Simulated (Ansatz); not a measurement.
Lattice constant a (Å) along a series of related solids, from B3LYP (VWN-RPA form) in Ansatz (plane waves, PAW).

| solid | B3LYP (VWN-RPA form) | measured |
|---|---|---|
| bcc Nb | 3.333 | 3.294 |
| bcc Mo | 3.174 | 3.141 |
| fcc Rh | 3.845 | 3.794 |
| fcc Pd | 3.988 | 3.876 |
| fcc Ag | 4.231 | 4.062 |

B3LYP (VWN-RPA form) less measured, from the printed values: bcc Nb +1.18 %, bcc Mo +1.05 %, fcc Rh +1.34 %, fcc Pd +2.89 %, fcc Ag +4.16 %.

A member of the series is missing where a level wasn't run or failed, where a doubt is noted on the run or the magnetic state, for phases of high temperature or layered ones, and where values are held back for tests.

Ansatz's runs of these crystals have no spin polarisation. Meta-GGAs and exact exchange favour moments, which can bear on fcc Rh, fcc Pd.

Exact exchange on metals is sensitive to the k mesh.

Caveats: the cell is over a tenth larger than the published one: the level's own overestimate first of all, though another phase or state, or a fault of the published cell, is possible (fcc Ag). Ansatz's density-functional and Hartree–Fock values are scalar-relativistic unless marked +SOC, with PAW data made under PBE.

Measured values are for low temperature or corrected to a static lattice. References as tabulated in Mejia-Rodriguez and Trickey (2018), arXiv:1807.09216.

Ansatz is a first-principles code.
